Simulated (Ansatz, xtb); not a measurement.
## Ligand exchange: SiH2(CH3)Cl + CH5N → SiH2(CH3)(NH2) + CH3Cl

Species: SiH2(CH3)Cl ((chlorosilyl)methane), singlet; CH5N `CN`, singlet; SiH2(CH3)(NH2), singlet; CH3Cl `CCl`, singlet. The partners trade Cl for NH2: Si–Cl and C–NH2 bonds give way to Si–NH2 and C–Cl.

Shapes, held fixed at every level: PBE0-D4/def2-TZVP. Flexible molecules stand in one conformer, not always the lowest. Programs: Ansatz 0.2.0, xtb 6.7.1. The zero-point and thermal change to 298 K, harmonic and unscaled (PBE0-D4/def2-TZVP), is -5.1 kJ/mol.

| level | kind | ΔH(298 K) (kJ/mol) | less CCSD(T)/CBS estimate |
| --- | --- | --- | --- |
| GFN1-xTB | semi-empirical | +90.6 | +57.2 |
| HF/def2-SVP | Hartree–Fock | +53.0 | +19.6 |
| HF/def2-TZVPP | Hartree–Fock | +36.6 | +3.2 |
| PBE-D4/def2-TZVPP | GGA | +35.8 | +2.4 |
| r2SCAN-D4/def2-TZVPP | meta-GGA | +35.4 | +2.0 |
| wB97M-V/def2-TZVPP | range-separated hybrid | +34.2 | +0.8 |
| MP2/def2-SVP | perturbation theory | +49.8 | +16.4 |
| CCSD(T)/def2-SVP | coupled cluster or CI | +50.6 | +17.2 |
| CCSD(T)/CBS estimate | coupled cluster or CI | +33.4 | 0.0 |

The highest level, CCSD(T)/CBS estimate, gives ΔH(298 K) = +33.4 kJ/mol; the levels span +33.4 to +90.6. The column of differences is taken from that level and isn't an error. No measured value is set beside it here. The CBS estimate extrapolates MP2 from def2-TZVPP and def2-QZVPP and adds CCSD(T) − MP2 in the triple-zeta set, cores frozen.
